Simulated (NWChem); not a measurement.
Molecule: water (H2O); SMILES O

Computed with NWChem. Pople sets run with spherical d functions. Each level has its own optimisation. Computed dipoles belong to the equilibrium geometry; the measured one is vibrationally averaged.

Measured dipole moment: 1.85 D (NIST CCCBDB, as tabulated in the package chemicals).

```csv
level,dipole moment (D),computed − measured
Hartree-Fock/STO-3G,1.71,-0.14
Hartree-Fock/3-21G,2.39,+0.54
Hartree-Fock/6-31G*,2.19,+0.34
B3LYP/6-31G*,2.09,+0.24
"LDA (Slater exchange, VWN5)/def2-SVP",2.05,+0.20
PBE/def2-SVP,1.97,+0.12
BLYP/def2-SVP,1.95,+0.10
PBE0/def2-SVP,2.03,+0.18
```
